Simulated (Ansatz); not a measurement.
The same path of C2H5NS (9 atoms, charge 0, multiplicity 1) was run twice with different band settings.

Level of theory: Ansatz, RKS CAM-B3LYP-D4/def2-SVP.

Relaxed end points:

```xyz
9
Properties=species:S:1:pos:R:3
N -0.518 0.860 -0.959
C 0.391 -0.121 -0.681
C 0.515 -0.793 0.479
S -0.649 -0.582 1.801
H -0.738 1.047 -1.927
H -1.285 0.954 -0.301
H 1.104 -0.328 -1.486
H 1.315 -1.523 0.604
H -0.046 0.440 2.454
```

```xyz
9
Properties=species:S:1:pos:R:3
N -0.480 0.876 -1.034
C 0.359 -0.147 -0.705
C 0.686 -0.556 0.535
S 0.045 0.259 1.975
H -0.872 0.912 -1.963
H -1.031 1.278 -0.283
H 0.827 -0.649 -1.559
H 1.422 -1.349 0.669
H -0.867 -0.670 2.347
```

Common settings: movable images 7; climbing image yes; spring 5.0 eV/Å²; start path through a guess of the saddle point; force threshold 0.03 eV/Å; iteration limit 60; end points relaxed.

| run | optimiser | largest step |
| --- | --- | --- |
| 1 | quadratic models (default) | default |
| 2 | lbfgs | 0.5 Å |

Q: What does each run give, and how far can it be trusted?

A: Run 1: converged after 16 iterations, highest image 0.205 eV above the first end. A vibrational analysis at the climbing image gives one clearly imaginary mode, 322i cm⁻¹: a first-order saddle point.
Run 2: not converged after 60 iterations, highest image 0.210 eV above the first end. The band didn't meet its force threshold, so its energies are provisional: the largest band force was still 0.08 eV/Å, and over the last iterations the top stayed at 0.22 eV.
